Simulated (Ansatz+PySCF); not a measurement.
Two shapes of singlet CH₂F₂.

Shape 1:

```xyz
5

C     0.4910    0.0000    0.0000
H     1.1116    0.6461    0.6461
H     1.1116   -0.6461   -0.6461
F    -0.2872    0.7749   -0.7749
F    -0.2872   -0.7749    0.7749
```

Shape 2:

```xyz
5

C     0.5303    0.0000    0.0000
H     1.2005    0.6977    0.6977
H     1.2005   -0.6977   -0.6977
F    -0.3102    0.8369   -0.8369
F    -0.3102   -0.8369    0.8369
```

Basis set: def2-SVP (spherical functions). Correlated methods keep 3 orbitals frozen. Charge 0, multiplicity 1.

Computed with Ansatz (development build ahead of 0.2.0); each method stands on the lowest determinant of its kind that the runs found.

Task: Which shape is lower in energy, and by how much in each method?

Result:

```tsv
method	E(2) − E(1) (eV)
RHF	1.004
UHF	1.004
UHF-MP2	0.675
UHF-CCSD	0.682
UHF-CCSD(T)	0.637
```

Shape 1 is lower.
